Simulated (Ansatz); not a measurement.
Results of PBE in Ansatz (plane waves, PAW) for wurtzite MgTe.

Numerical settings: plane-wave cutoff 520 eV, 12×12×6 k mesh (along the axes of the cell as run), Fermi–Dirac smearing 0.01 eV, scalar-relativistic PAW data made under PBE.

Response to compression and expansion (c/a stays at 1.628):

Shape and atoms are relaxed at each volume.

```tsv
V (Å³/atom)	P (GPa)	direct gap at Γ (eV)
33.103	1.51	2.557
33.793	0.72	2.463
34.482	0.00	2.372
35.172	-0.64	2.284
35.862	-1.22	2.200
```

A straight line through the gaps at Γ against ln V gives a volume deformation potential dE_g(Γ)/d ln V of -4.5 eV: the gap at Γ widens under compression.

Note: the bulk modulus comes from volumes at which shape and atoms were relaxed.

Spin–orbit coupling is not included; with these elements it can move the gap by several tenths of an eV or more.

Ansatz is a first-principles code.
